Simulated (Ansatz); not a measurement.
# SiCCl (sextet): wave-function methods side by side, cc-pVTZ

One table from this session's results is given with a row withheld; the runs are named, their logs left out.

Program: Ansatz 0.2.0, Gaussian basis. Level of theory: cc-pVTZ, core rule «outside noble gas», up to 11 orbitals frozen. These are calculated values, not measurements.

To be run: UHF; CCSD(T) on ROHF; CCSD(T) on UHF; BCCD(T) on ROHF; CCSDT(Q) on ROHF; CCSDT(Q) on UHF; CASSCF and NEVPT2, 15 electrons in 12 orbitals.

7 further runs of the same task are left out: 2 for a known fault of the program, 5 set aside as unsound or not needed.

## What is computed

The geometry is a PBE0/def2-TZVP stationary point (not a proven minimum) of the parent state, kept for this charge and spin.

3 atoms, charge 0, spin multiplicity 6.

Atoms are counted from 1 here; the program's logs count them from 0.

Bond lengths: C1–Si2 1.858 Å, Si2–Cl3 2.076 Å. Angles: C1–Si2–Cl3 103.7°.

Set-up of the first run:

Contents of in.yaml:

```yaml
crystal:
  periodic: [false, false, false]
  atoms:
    - {symbol: C, position_ang: [0.000000, -0.896812, 1.818922]}
    - {symbol: Si, position_ang: [0.000000, 0.607235, 0.728623]}
    - {symbol: Cl, position_ang: [0.000000, -0.177225, -1.193419]}
basis:
  gaussian: {orbitals: cc-pVTZ}
magnetization: {spin_polarized: true, initial_magnetization: 5}
hamiltonian: {xc: hf}
output: {orbitals: {seedname: orbitals}}
```

The run is started by

```sh
> ansatz run in.yaml --threads 1 --pin off --events-out ev --progress --plain --max-ram 2816MiB --backend cpu
```

Among the steps run: UHF; CCSD(T) on ROHF; CCSD(T) on UHF; BCCD(T) on ROHF; CCSDT(Q) on ROHF; CCSDT(Q) on UHF; CASSCF and NEVPT2, 15 electrons in 12 orbitals.

One of the session's tables, all rows but one given; the rest of the session is left out.

| method | from UCCSDT(Q) (kcal/mol) |
| --- | --- |
| ROHF | +236.20 |
| UHF | +233.99 |
| RMP2 | +34.68 |
| UMP2 | +34.63 |
| RCCSD | +11.38 |
| UCCSD | +11.27 |
| RCCSD(T) | +1.60 |
| UCCSD(T) | +1.53 |
| BCCD(T) | +1.53 |
| RCCSDT | ? |
| UCCSDT | +0.51 |
| RCCSDT(Q) | +0.12 |
| UCCSDT(Q) | 0 |
| CASSCF valence | +216.03 |
| NEVPT2 valence | +48.96 |

Q: Estimate the row for RCCSDT from the others.

**Answer.** from UCCSDT(Q) (kcal/mol): +0.59. In the column «from UCCSDT(Q) (kcal/mol)» it lies between UCCSDT (+0.51) and UCCSD(T) (+1.53).

Caveats from the session: Restricted and unrestricted rows rest on different reference determinants; where their highest levels disagree by more than a few hundredths of an eV, they describe different states and don't form one ladder.
